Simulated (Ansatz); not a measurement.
Si-Cl bond lengths (Å) of neutral closed-shell molecules, written as SMILES: in each the longest such bond at B3LYP-D3(BJ)/def2-TZVP (Ansatz, a program for electronic structure), beside the same bond after optimisation at B3LYP/LANL2DZ (Ansatz) from that structure, whose symmetry is kept, so that a structure may be a saddle point there. LANL2DZ carries core potentials. B3LYP-D3(BJ)/def2-TZVP serves to compare with and is no measurement.

The rows were drawn at random among computed neutral closed-shell members with both values; the withheld row is one of them. Species whose geometry shows other bonds than their SMILES are left out. Runs that failed or changed their bonding are left out, and none for the size of its difference.

```tsv
species	B3LYP/LANL2DZ (Ansatz) (x)	B3LYP-D3(BJ)/def2-TZVP (y)
Cl[Si]([SiH3])(Cl)Cl [trichloro(silyl)silane]	2.171	2.056
[SiH]Cl (SiHCl)	2.229	2.094
[SiH2](C)O[SiH](Cl)Cl [dichloro(methylsilyloxy)silane]	2.175	2.055
[SiH3][SiH2]Cl [chloro(silyl)silane]	2.204	2.078
Cl[Si](Br)(Br)Br [tribromo(chloro)silane]	2.163	2.039
```

Task: Fit y = a + b·x by least squares, and use it for Cl[Si](Cl)(Cl)Cl, where B3LYP/LANL2DZ (Ansatz) gives 2.145 Å.

Result: Means: x 2.18840, y 2.06440. Sums about the means: Sxx 0.0030192, Sxy 0.0023312. Slope b = Sxy/Sxx = 0.7721, intercept a = mean y - b·mean x = 0.3747; the rows scatter about the line by 0.0036 (root mean square), r² = 0.97. A constant shift would give 2.021 Å. Prediction for Cl[Si](Cl)(Cl)Cl: 2.031 Å. It lies outside the range of the table, so the fit extrapolates. The length at B3LYP-D3(BJ)/def2-TZVP is 2.032 Å, so the fit misses by -0.001 Å, against +0.113 Å without it. The fit is meant for species like these alone.
